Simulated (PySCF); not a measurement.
An unknown is described by computed data only.

Elements present: C, H, O and S. Monoisotopic mass: 110.0038 u.

| Property | Result |
| --- | --- |
| NMR, other nuclei | isotropic shieldings of nuclei other than C and H, by class: 115 (2 O), 165 (1 O), 170 (1 S) ppm [GIAO B97-2/pcSseg-2] |
| Dipole | 3.14 D [B97-2/pcSseg-2] |
| 13C NMR | chemical shifts (computed TMS as zero) by class: 51.4 (1 C), 38.3 (1 C) ppm [GIAO B97-2/pcSseg-2] |
| Rotational structure | rotational constants A, B, C: 4.606, 2.641, 2.561 GHz [PBE0-D3(BJ)/def2-TZVP] |
| 1H NMR | chemical shifts (computed TMS as zero) by class: 3.74 (3 H), 2.60 (3 H) ppm [GIAO B97-2/pcSseg-2] |

Gas-phase values; electronic properties from PySCF, density fitting. Levels stand in brackets. One conformer (not necessarily the lowest) at the PBE0-D3(BJ)/def2-TZVP geometry, without solvent, vibrations or thermal averaging. NMR values are class means; diastereotopic atoms form classes of their own.

Q: Which formula fits the mass and the elements?

A: C2H6O3S (calculated 110.0038). No other formula that holds each of these elements comes within 0.0003 u with a fitting electron parity and a possible valence count.

Q: Give a SMILES that accounts for the data.

A: Numbering: `[CH3:1][O:2][S:3]([CH3:4])(=[O:5])=[O:6]`. 2 carbons fall into 2 classes; from least to most shielded: methoxy carbon [C1] (51.4 ppm), S-methyl carbon [C4] (38.3 ppm). Hydrogen classes from least to most shielded: 3 H on a methoxy carbon, C1 (3.74 ppm), 3 H on an S-methyl carbon, C4 (2.60 ppm). The other shieldings belong to: 115 ppm, sulfonyl oxygen [O5/O6]; 165 ppm, oxygen bonded to C and S [O2]; 170 ppm, sulfonyl sulfur [S3]. The optimised geometry has point group Cs and is an asymmetric top. Structure: `COS(=O)(C)=O`. Computed isomers that give other values at the same levels: `COS(=O)OC` (rotational constant A: 4.152 GHz; this holds for the one conformer computed); `CCS(=O)(=O)O` (13C chemical shifts (computed TMS as zero) by class: 51.3 (1 C), 11.0 (1 C) ppm). The assignments are read from this structure; whether some other isomer fits the data as well wasn't checked.

The values belong to the conformer `[CH3:1][O:2][S:3]([CH3:4])(=[O:5])=[O:6]`: C1–O2–S3–C4 180°.
